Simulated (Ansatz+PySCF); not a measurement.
## triplet C2H6 in separate pieces: levels of theory in one basis

```xyz
8

C     0.0000    0.0000    0.0000
H     1.0903    0.0000    0.0000
H    -0.5452    0.9443    0.0000
H    -0.5452   -0.9443    0.0000
C    10.0000    0.0000    0.0000
H    11.0903    0.0000    0.0000
H     9.4548    0.9443    0.0000
H     9.4548   -0.9443    0.0000
```

Basis set: STO-3G (spherical functions). Frozen core: 2 orbitals. Correlation on ROHF uses semicanonical orbitals with singles. Charge 0, multiplicity 3.

Computed with Ansatz (development build ahead of 0.2.0); each method stands on the lowest determinant of its kind that the runs found.

| method | E − E(ROHF) (eV) | <S²> of the determinant |
| --- | --- | --- |
| ROHF | 0.00 | 2.00 |
| UHF | -0.25 | 2.03 |
| UHF-MP2 | -2.36 | 2.03 |
| ROHF-CCSD | -3.45 | – |
| UHF-CCSD | -3.45 | 2.03 |
| ROHF-CCSD(T) | -3.45 | – |
| full CI (lowest root of this spin) | -3.46 | – |

(1) What does ROHF-MP2 give on the same scale?

(2) Is a single determinant a sound starting point here?

Answers

(1) -2.27 eV.

(2) By this sign, yes. Unrestricted orbitals gain 0.25 eV and <S²> is 2.03 against 2.00 for a pure state.
